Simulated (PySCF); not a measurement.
# MgB at PBE0

Computed with PBE0; basis Mg 6-311G(d,p), B 6-311G(d,p); no relativity; PySCF 2.14.

```json
{"state": "²Σ⁺ (doublet), unpaired electrons σ ↑, a second solution, started from another occupation", "bond length": "2.739 Å", "harmonic wavenumber": "215 cm⁻¹", "force constant": "0.205 mdyn/Å", "rotational constant Be": "0.2979 cm⁻¹", "anharmonicity ωexe": "7.36 cm⁻¹", "vibration–rotation constant αe": "0.00900 cm⁻¹", "energy of the minimum from ground-state Mg + B": "-0.212 eV", "bond order (Mayer)": "0.62", "dipole moment (positive dipole means Mg(−)B(+))": "0.33 D"}
```
